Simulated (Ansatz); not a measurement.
Relaxed structures of LiSiNH2, singlet (PBE0-D4/def2-TZVP; forces vanish, vibrations not checked; lower isomers may exist, and structures with a doubtful reference or unclear bonds are left out; Å). Ansatz 0.2.0; basis: def2-TZVPP; cores frozen in the correlated methods. The outer core shell of Li, Na, Mg and K is correlated.

Task: Rank them by CCSD(T) energy, lowest first, and give each one's height above the lowest. Links in brackets join atoms within 1.22 times the sum of their covalent radii (1.1 for two metals). (Judge from chemistry; the value comes from the calculation.)
A.
LiSiNH₂ ([Li][Si][NH2])
```
5
angstrom
Li -2.5574 1.3954 0.4741
N 0.4754 -0.2017 -0.0754
Si -1.1558 -0.7416 -0.1765
H 1.2399 -0.8302 -0.2778
H 0.8093 0.7142 0.1735
```
B.
LiSiNH₂ ([Li][N][SiH2])
```
5
angstrom
Li -2.5619 0.7241 0.2541
N -0.9194 0.2573 0.0904
Si 0.5934 -0.1678 -0.0589
H 1.0997 -1.4825 -0.5675
H 1.7882 0.6689 0.2818
```
C.
LiSiNH₂ ([Li]1[NH][SiH]1)
```
5
angstrom
Li -2.2081 -0.0835 -0.0484
N -0.8134 0.9663 0.3678
Si 0.1927 -0.2838 -0.1028
H -0.4615 1.8504 0.7105
H 1.6426 0.1716 0.0857
```

Result: The calculation gives: C (0.0 kJ/mol), B (71.5 kJ/mol), A (113.8 kJ/mol). Heights count from the lowest.

The T1 diagnostic stays at or below 0.019. The restricted Hartree–Fock reference is unstable towards an unrestricted one at one or more of these structures.

For scale, one of the runs: CCSD(T)/def2-TZVPP, 120 basis functions, launched by `ansatz run in.yaml --threads 2 --pin off --events-out ev --progress --plain --max-ram 4352MiB`. Hardware: 2 CPU threads of an AMD EPYC 9R45, shared host. Wall time about 2.2 s.
